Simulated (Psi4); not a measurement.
Psi4 input (wB97X-D/6-311+G**):

```
memory 1500 MB

molecule {
1 1
P     0.00000000    0.00000000    0.00000000
H     0.01153407    1.31627200   -0.47059855
H     1.13540986   -0.67067869   -0.46389931
H    -1.14728752   -0.65050087   -0.46340908
H     0.00034359    0.00490756    1.39790694
symmetry c1
no_reorient
no_com
}

set {
  basis 6-311+G**
  reference rks
  scf_type pk
  dft_radial_points 99
  dft_spherical_points 590
  e_convergence 1e-8
  d_convergence 1e-7
  maxiter 150
}

e = energy('wb97x-d')
print_out(f'\nFINAL {e:.10f} DIPOLE {variable("CURRENT DIPOLE")[0]:.6f} {variable("CURRENT DIPOLE")[1]:.6f} {variable("CURRENT DIPOLE")[2]:.6f}\n')
```

From the last part of the output:

```
    One-Electron Energy =                -516.3742691190996084
    Two-Electron Energy =                 166.4645419069655645
    DFT Exchange-Correlation Energy =     -17.6502051086482012
    Empirical Dispersion Energy =          -0.0010212742095304
    VV10 Nonlocal Energy =                  0.0000000000000000
    Total Energy =                       -343.4572423621671646

Computation Completed

Properties will be evaluated at   0.000000,   0.000000,   0.000000 [a0]

Properties computed using the SCF density matrix

 Multipole Moments:

 ------------------------------------------------------------------------------------
     Multipole            Electronic (a.u.)      Nuclear  (a.u.)        Total (a.u.)
 ------------------------------------------------------------------------------------

 L = 1.  Multiply by 2.5417464519 to convert [e a0] to [Debye]
 Dipole X            :          0.0000131            0.0000000            0.0000131
 Dipole Y            :          0.0000222            0.0000000            0.0000222
 Dipole Z            :         -0.0000042            0.0000000           -0.0000042
 Magnitude           :                                                    0.0000261

 ------------------------------------------------------------------------------------

FINAL -343.4572423622 DIPOLE 0.000013 0.000022 -0.000004

*** Psi4 exiting successfully. Buy a developer a beer!
```

The dipole moment of an ion depends on the origin.
